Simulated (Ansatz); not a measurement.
C2H6N2O can be A, `CNC(N)=O`, or B, `NC1NCO1`.

Isolated molecules relaxed with PBE0-D4/def2-TZVP in Ansatz; ΔE leaves out vibrations. CBS: MP2 limit from def2 TZ/QZ plus the TZ coupled-cluster correction, frozen cores. DFT in def2-TZVPP. One conformer a species, not always the lowest.

**Question.** Which isomer does CCSD(T)/CBS put lower? Give the gap. (An estimate is asked.)

**Answer.** Computed: A, by 189.8 kJ/mol.

**Question.** Give E(B) − E(A) in kJ/mol with r2SCAN-D4, CCSD/def2-TZVPP, PBE-D4, HF/def2-TZVPP, ωB97M-V, CCSD(T)/def2-TZVPP, PBE0-D4. (Estimate.)

**Answer.** The calculation gave: r2SCAN-D4 208.0, CCSD/def2-TZVPP 188.7, PBE-D4 198.3, HF/def2-TZVPP 213.5, ωB97M-V 192.7, CCSD(T)/def2-TZVPP 188.5, PBE0-D4 194.6. None reverses the order clearly.

Largest T1 diagnostic: 0.013.

In def2-TZVPP, CCSD(T) changes the Hartree–Fock value by −25.0 kJ/mol (the triples alone add −0.2 kJ/mol) and MP2 by −18.8 kJ/mol. From PBE to PBE0 (25 % exact exchange), in def2-TZVPP and without D4, E(B) − E(A) moves by −3.9 kJ/mol.
